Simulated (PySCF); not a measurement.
Frontier orbitals and the lowest excitations

Compound: 2-methyloxazole, C4H5NO.
Bonds: C1–C2, C2–N3 (aromatic), N3–C4 (aromatic), C4–C5 (aromatic), C5–O6 (aromatic), C2–O6 (aromatic). Hydrogens: H7, H8, H9 on C1; H10 on C4; H11 on C5.

Method used: TDDFT CAM-B3LYP/def2-SVPD, vertical, gas phase, core orbitals frozen in the response (PySCF). Isolated species at its PBE0-D3(BJ)/def2-SVP geometry, gas phase.

Kohn–Sham orbitals with the atoms that hold most of them (Löwdin shares over 4%, at most four atoms; ? is withheld):

| orbital | ε (eV) | atoms |
| --- | --- | --- |
| LUMO+2 | 1.89 | C5 17%, H11 16%, C1 14%, C4 12% |
| LUMO+1 | 1.40 | C1 23%, C2 14%, C5 14%, O6 12% |
| LUMO | 1.11 | C2 20%, C5 19%, O6 17%, C4 13% |
| HOMO | ? | ? |
| HOMO-1 | -9.77 | ? |
| HOMO-2 | -10.66 | N3 38%, O6 27%, C4 18%, C2 10% |
| HOMO-3 | -12.76 | O6 32%, C1 14%, C5 11%, C4 9% |

Question: Which atoms hold the HOMO, and with what shares?

Answer: C5 (bonded to C, O and H) 31%; C4 (bonded to C, N and H) 23%; C2 (bonded to C, N and O) 16%; N3 (bonded to 2 C) 11%. By element: carbon 70% or more, nitrogen 11%.

Question: Which atoms hold the HOMO-1, and with what shares?

Answer: N3 (bonded to 2 C) 68%; C4 (bonded to C, N and H) 10%; C2 (bonded to C, N and O) 8%; O6 (bonded to 2 C) 6%. By element: nitrogen 68%, carbon 18% or more, oxygen 6%.

Question: What is the HOMO energy, and the HOMO–LUMO gap?

Answer: ε(HOMO) = -8.34 eV; the gap is 9.44 eV (0.3470 hartree).

Question: The HOMO–LUMO gap is 9.44 eV. Where does the response calculation put the lowest singlet, and from which orbitals?

Answer: S1 is at 6.40 eV (f = 0.217), 3.04 eV below the gap, made of HOMO→LUMO (96%). 

Question: One configuration dominates each of S1, S2, S3 and S8. Which, and how do the shares of the two leading atoms of either orbital change from the occupied to the empty one?

Answer: 
- S1 (6.40 eV, f 0.217), HOMO→LUMO (96%): C5 31% → 19%, C4 23% → 13%, C2 16% → 20%
- S2 (6.64 eV, f 0.0031), HOMO-1→LUMO (95%): N3 68% → at most 14%, C4 10% → 13%, C2 8% → 20%, C5 at most 7% → 19%
- S3 (6.78 eV, f 0.020), HOMO→LUMO+1 (86%): C5 31% → 14%, C4 23% → at most 12%, C1 at most 11% → 23%, C2 16% → 14%
- S8 (8.30 eV, f 0.046), HOMO-1→LUMO+1 (87%): N3 68% → at most 12%, C4 10% → at most 12%, C1 at most 7% → 23%, C2 8% → 14%

Orbitals of the list HOMO-3 to LUMO+2 that lie within 0.01 eV of each other are written together with a slash and their weights summed (≥ marks a lower bound); for degenerate orbitals outside that list single weights are arbitrary.

Löwdin shares depend on the basis, the more so with diffuse functions.
